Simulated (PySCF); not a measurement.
PySCF input:

```python
from pyscf import gto, scf, mp, cc as ccmod

mol = gto.M(
    atom='''
    Cl   -1.48293405    0.22164103   -0.01882856
    C    -0.01049978   -0.67307752    0.04096015
    Cl    1.48913862    0.17609637   -0.00537576
    H    -0.02436324   -1.30857915    0.95225756
    H    -0.01811575   -1.41449149   -0.78654502
    ''',
    basis='cc-pvdz',
    charge=1,
    spin=1,
    verbose=4,
)

mf = scf.UHF(mol)
mf.conv_tol = 1e-10
mf.max_cycle = 100
mf.kernel()
mo, _, stable, _ = mf.stability(return_status=True)
if not stable:
    mf.kernel(mf.make_rdm1(mo, mf.mo_occ))
mp2 = mp.MP2(mf, frozen=11).run()
cc = ccmod.CCSD(mf, frozen=11)
cc.max_cycle = 100
cc.kernel()
et = cc.ccsd_t()
print(f'E(CCSD(T)) = {cc.e_tot + et:.9f}')
```

**Question.** Which total energy does the run end on?

**Answer.** -958.08375 Eh (CCSD(T)/cc-pVDZ).
